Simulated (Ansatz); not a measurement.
Born–Oppenheimer molecular dynamics of CH4NO (7 atoms, charge 0, multiplicity 2). It starts from a rough guess of a transition structure, not a stationary point.

All numbers below come from UKS B3LYP-D4/6-31G* in Ansatz.

```json
{
 "ensemble": "NVE (velocity Verlet)",
 "time step": "0.5 fs",
 "steps asked": "150",
 "starting velocities drawn for": "600 K",
 "seed": "723431"
}
```

First frame:

```xyz
7
Properties=species:S:1:pos:R:3
C -1.007 0.419 0.270
O -0.301 -0.696 -0.015
N 1.044 -0.285 -0.074
H -0.513 1.276 0.674
H -2.060 0.354 0.096
H 1.609 -1.121 0.071
H 1.227 0.052 -1.022
```

What does the run give?

All steps were run.

```
steps done                                               : 150
time covered                                             : 75 fs
mean temperature over the second half                    : 428 K
spread of the potential energy over the second half      : 9.3 meV per atom
mean potential energy of the second half above the start : 16.0 meV per atom
```

The conserved energy stayed within 0.27 meV per atom of its start (net change 0.14 meV per atom), so the integration is sound. A run of 0.075 ps of so small a system gives no equilibrium averages.

What happens to the structure?

The step under study would form C1–N3. These pairs go: C1–N3 2.20 → 2.24 Å. In the last frame they stand as before the step (other bonds may differ from the relaxed reactants and products). It ends as one piece, CH4NO. Pairs count as bonded within 1.25 times the sum of covalent radii (0.12 Å more for H–H). This is one draw of velocities; another would differ in detail.

How do temperature and energy run in time?


```json
{"time (fs)": "0.0", "T (K)": "600", "potential energy less start (eV)": "0.000", "conserved less start (meV/atom)": "0.00"}
{"time (fs)": "2.5", "T (K)": "566", "potential energy less start (eV)": "0.023", "conserved less start (meV/atom)": "0.13"}
{"time (fs)": "5.0", "T (K)": "421", "potential energy less start (eV)": "0.117", "conserved less start (meV/atom)": "0.10"}
{"time (fs)": "7.5", "T (K)": "268", "potential energy less start (eV)": "0.216", "conserved less start (meV/atom)": "0.24"}
{"time (fs)": "10.0", "T (K)": "444", "potential energy less start (eV)": "0.101", "conserved less start (meV/atom)": "0.07"}
{"time (fs)": "12.5", "T (K)": "536", "potential energy less start (eV)": "0.042", "conserved less start (meV/atom)": "0.14"}
{"time (fs)": "15.0", "T (K)": "539", "potential energy less start (eV)": "0.040", "conserved less start (meV/atom)": "0.05"}
{"time (fs)": "17.5", "T (K)": "314", "potential energy less start (eV)": "0.186", "conserved less start (meV/atom)": "0.19"}
{"time (fs)": "20.0", "T (K)": "223", "potential energy less start (eV)": "0.244", "conserved less start (meV/atom)": "0.13"}
{"time (fs)": "22.5", "T (K)": "201", "potential energy less start (eV)": "0.259", "conserved less start (meV/atom)": "0.22"}
{"time (fs)": "25.0", "T (K)": "415", "potential energy less start (eV)": "0.120", "conserved less start (meV/atom)": "0.08"}
{"time (fs)": "27.5", "T (K)": "541", "potential energy less start (eV)": "0.039", "conserved less start (meV/atom)": "0.11"}
{"time (fs)": "30.0", "T (K)": "529", "potential energy less start (eV)": "0.046", "conserved less start (meV/atom)": "0.04"}
{"time (fs)": "32.5", "T (K)": "238", "potential energy less start (eV)": "0.236", "conserved less start (meV/atom)": "0.21"}
{"time (fs)": "35.0", "T (K)": "197", "potential energy less start (eV)": "0.261", "conserved less start (meV/atom)": "0.16"}
{"time (fs)": "37.5", "T (K)": "409", "potential energy less start (eV)": "0.125", "conserved less start (meV/atom)": "0.13"}
{"time (fs)": "40.0", "T (K)": "612", "potential energy less start (eV)": "-0.007", "conserved less start (meV/atom)": "0.05"}
{"time (fs)": "42.5", "T (K)": "505", "potential energy less start (eV)": "0.062", "conserved less start (meV/atom)": "0.10"}
{"time (fs)": "45.0", "T (K)": "305", "potential energy less start (eV)": "0.192", "conserved less start (meV/atom)": "0.18"}
{"time (fs)": "47.5", "T (K)": "286", "potential energy less start (eV)": "0.204", "conserved less start (meV/atom)": "0.15"}
{"time (fs)": "50.0", "T (K)": "383", "potential energy less start (eV)": "0.142", "conserved less start (meV/atom)": "0.16"}
{"time (fs)": "52.5", "T (K)": "537", "potential energy less start (eV)": "0.041", "conserved less start (meV/atom)": "0.06"}
{"time (fs)": "55.0", "T (K)": "521", "potential energy less start (eV)": "0.052", "conserved less start (meV/atom)": "0.13"}
{"time (fs)": "57.5", "T (K)": "446", "potential energy less start (eV)": "0.100", "conserved less start (meV/atom)": "0.09"}
{"time (fs)": "60.0", "T (K)": "290", "potential energy less start (eV)": "0.201", "conserved less start (meV/atom)": "0.20"}
{"time (fs)": "62.5", "T (K)": "383", "potential energy less start (eV)": "0.141", "conserved less start (meV/atom)": "0.11"}
{"time (fs)": "65.0", "T (K)": "489", "potential energy less start (eV)": "0.073", "conserved less start (meV/atom)": "0.13"}
{"time (fs)": "67.5", "T (K)": "548", "potential energy less start (eV)": "0.034", "conserved less start (meV/atom)": "0.05"}
{"time (fs)": "70.0", "T (K)": "376", "potential energy less start (eV)": "0.146", "conserved less start (meV/atom)": "0.18"}
{"time (fs)": "72.5", "T (K)": "332", "potential energy less start (eV)": "0.174", "conserved less start (meV/atom)": "0.15"}
{"time (fs)": "75.0", "T (K)": "391", "potential energy less start (eV)": "0.136", "conserved less start (meV/atom)": "0.14"}
```

The run took 4.8 min on 1 thread of Arm Neoverse V1, on a shared host, peak memory 0.12 GiB.
